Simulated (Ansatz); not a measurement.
A relaxed structure of Nb. Space group Im-3m (No. 229), bcc (W type). All values below come from PBEsol (plane waves to 420 eV, PAW, scalar-relativistic; Ansatz, an electronic-structure program).

Space group Im-3m (No. 229); a = b = c = 3.271 Å, α = β = γ = 90.00°

```tsv
atom	site	symmetry	x	y	z
Nb	2a	m-3m	0.0000	0.0000	0.0000
```
(The calculation used a cell of 1 atom; values per cell refer to that cell.)

Volume per atom: 17.50 Å³
Band gap: zero (metallic)
Shortest distances: Nb–Nb 2.83 Å
k-mesh: 20×20×20

No spin polarisation in the result.

Measured for Nb: a 3.294 Å (static lattice; corrected from measurement; as listed in Daniel Mejia-Rodriguez, S. B. Trickey, Phys. Rev. B (2018)). Computed minus measured — a: PBEsol -0.7 %. The computed values are for a static lattice.

The run could not lose the symmetry of its start.

It was reached from a disturbed copy of a I4/mmm (No. 139) cell, against which it lies -0.15 eV/atom.
